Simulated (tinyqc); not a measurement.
Inside a calculation. Method: geometry optimisation on the RHF/sto-6g surface (energies and gradients from PySCF), for OH-, spin multiplicity 1. The basis has no diffuse functions, so it cannot describe the extra electron: this is an exercise in the method, not the real anion. One step of it, computed by the program tinyqc.

Task: Step 1: move. Quasi-Newton step p = -H^(-1) g (first H = 0.6 times the unit matrix); steps longer than 0.3 bohr are cut back.

positions at the start (bohr), order 1O, 2H:
$$\begin{pmatrix}
0.000000 & 0.000000 & 0.000000 \\
0.000000 & 0.000000 & 1.921851
\end{pmatrix}$$

gradient (hartree/bohr), order 1O, 2H:
$$\begin{pmatrix}
0.00000000 & 0.00000000 & 0.03758650 \\
0.00000000 & 0.00000000 & -0.03758650
\end{pmatrix}$$

Give: positions after step 1.

Result:

positions after step 1 (bohr), order 1O, 2H:
$$\begin{pmatrix}
0.000 & 0.000 & -0.063 \\
0.000 & 0.000 & 1.984
\end{pmatrix}$$
